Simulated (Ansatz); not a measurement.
**Worked example: correlation energy of SiN⁺, quintet**

Geometry: that of the SiN⁺, triplet, kept fixed. The triplet lies 2.4 eV lower here.

```yaml
atoms:
  - { symbol: Si, position_ang: [0.0000, 0.0000, 0.0000] }
  - { symbol: N, position_ang: [0.0000, 0.0000, 1.7854] }
```

Basis 6-31G; Ansatz 0.2.0. Only valence electrons are correlated (noble-gas cores frozen), which leaves 8 electrons in 16 orbitals. Prefix R: restricted or restricted open-shell reference; prefix U: unrestricted.

Full CI is exact within this basis and frozen core; it isn't the basis-set limit. The frozen core follows each run's orbitals, which can shift R against U totals by a few meV.

UCCSD has a T1 diagnostic of 0.034 and a largest doubles amplitude of 0.09.

Runs differ by some tens of microhartree through their thresholds and, for an open shell, their frozen cores, so the step to full CI, which has another core, is uncertain by up to 0.1 kcal/mol.

| level | total energy (hartree) |
| --- | --- |
| UHF | -342.862865 |
| UMP2 | -342.919441 |
| UCCSD | -342.944042 |
| UCCSD(T) | -342.945498 |
| UCCSDT | -342.946022 |
| UCCSDT(Q) | -342.946138 |
| UCCSDTQ | -342.946151 |
| full CI | -342.946084 |

Question: What is the correlation energy at full CI, and what share of it do UMP2 and UCCSD(T) recover?

Answer: E(corr) = -342.946084 − (-342.862865) = -0.083219 hartree = -2.265 eV. UMP2: -0.056576 / -0.083219 = 67.98 %. UCCSD(T): -0.082633 / -0.083219 = 99.30 %.

Question: By how many kcal/mol does UCCSD(T) miss full CI (1 hartree = 627.509 kcal/mol), and which steps make up the rest?

Answer: -342.945498 − (-342.946084) = 0.000586 hartree = 0.37 kcal/mol. Steps: UCCSDT − UCCSD(T) = -0.33, UCCSDT(Q) − UCCSDT = -0.07, UCCSDTQ − UCCSDT(Q) = -0.01, full CI − UCCSDTQ = 0.04 kcal/mol. That is within 1 kcal/mol of the reference in this basis, which itself misses far more of the correlation at the basis-set limit.
